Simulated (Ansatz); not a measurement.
C$_{3}$H$_{4}$N$_{2}$ (`CN=C=C=N`), 9 atoms. Charge 0, multiplicity 1. All runs use 2 threads of an Arm Neoverse V1 on a shared host. Correlated methods freeze the cores.

How many basis functions does each run have, and how long does it take in Ansatz? RHF-CCSD(T)/def2-TZVPP energy; RKS r2SCAN-D4/def2-TZVPP energy and forces; RKS PBE0-D4/def2-SVP energy; RKS ωB97M-V/def2-QZVPP energy; RKS ωB97M-V/def2-SVP energy; RHF-CCSD(T)/def2-SVP energy; RKS PBE0-D4/def2-TZVP relaxation (10 steps); RKS revPBE-D4/def2-TZVPP energy; RKS PBE0-D4/def2-TZVP frequencies; direct RPA on PBE orbitals/def2-TZVPP energy; RKS PBE0-D4/def2-QZVPP energy; RKS r2SCANh-D4/def2-TZVPP energy. (Estimate.)

The calculation gave: Other jobs shared the machine, so times are rough.

| level | job | functions | wall time | peak host memory (GiB) |
| --- | --- | --- | --- | --- |
| RKS PBE0-D4/def2-SVP | energy | 90 | 1.1 s | 0.16 |
| RKS revPBE-D4/def2-TZVPP | energy | 211 | 2.5 s | 0.21 |
| RKS ωB97M-V/def2-SVP | energy | 90 | 4.6 s | 0.23 |
| RHF-CCSD(T)/def2-SVP | energy | 90 | 5 s | 0.35 |
| RKS r2SCAN-D4/def2-TZVPP | energy and forces | 211 | 5.5 s | 0.23 |
| direct RPA on PBE orbitals/def2-TZVPP | energy | 211 | 6 s | 0.4 |
| RKS r2SCANh-D4/def2-TZVPP | energy | 211 | 6 s | 0.38 |
| RKS PBE0-D4/def2-QZVPP | energy | 405 | 7.5 s | 0.94 |
| RKS ωB97M-V/def2-QZVPP | energy | 405 | 19 s | 1.1 |
| RKS PBE0-D4/def2-TZVP | relaxation (10 steps) | 179 | 38 s | 0.35 |
| RHF-CCSD(T)/def2-TZVPP | energy | 211 | 120 s | 3.2 |
| RKS PBE0-D4/def2-TZVP | frequencies | 179 | 2.2 min | 0.35 |
